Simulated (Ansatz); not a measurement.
## Two structures, one formula

Two relaxed structures of C2H6B, doublet (PBE0-D4/def2-TZVP; forces vanish, vibrations not checked).

A:

```
9
angstrom
B -1.5717 0.0554 -0.6032
C 0.9772 0.5095 0.0354
C -0.2048 -0.3696 -0.0928
H -2.4697 -0.7335 -0.6699
H 0.7728 1.5329 -0.2808
H 1.3397 0.5262 1.0720
H 1.8180 0.1196 -0.5540
H -0.0339 -1.4013 0.2167
H -1.7516 1.1920 -0.9422
```

B:

B1  (-0.663, 0.655, -0.937)
C2  (0.396, 0.256, 0.119)
C3  (0.166, -0.907, 0.994)
H4  (-1.482, -0.134, -1.311)
H5  (-0.591, 1.724, -1.472)
H6  (0.848, 1.103, 0.640)
H7  (1.158, 0.004, -0.671)
H8  (-0.333, -1.789, 0.615)
H9  (0.501, -0.912, 2.023)
(Å)

Ansatz 0.2.0; basis: def2-TZVPP; cores frozen in the correlated methods; orbitals are unrestricted. B3LYP uses VWN-RPA correlation.

(1) Which structure is lower at CCSD(T), and by how much? (To be estimated.)

T1 diagnostic: at most 0.014. ⟨S²⟩ of the unrestricted Hartree–Fock references: 0.76 (a pure state has 0.75).

## Answers

(1) By the calculation: A, by 0.587 eV (electronic energy, against the other). By their contacts, A is C₂H₆B ([BH2][CH][CH3]) and B is C₂H₆B ([BH2][CH2][CH2]).

All methods give the same order:

```
   method  E(B) − E(A) (eV)
   PBE-D4             0.627
r2SCAN-D4             0.577
  PBE0-D4             0.608
 B3LYP-D4             0.635
  wB97M-V             0.629
       HF             0.572
      MP2             0.574
     CCSD             0.589
  CCSD(T)             0.587
```

Labels in which every atom is bracketed show which atoms are joined, not bond orders.

For scale, one of the runs: CCSD(T)/def2-TZVPP, 177 basis functions, launched by `ansatz run in.yaml --threads 2 --pin off --events-out ev --progress --plain --max-ram 4352MiB`. Hardware: 2 CPU threads of an Arm Neoverse V2, shared host. Wall time 8.7 min; peak host memory 1.7 GiB.
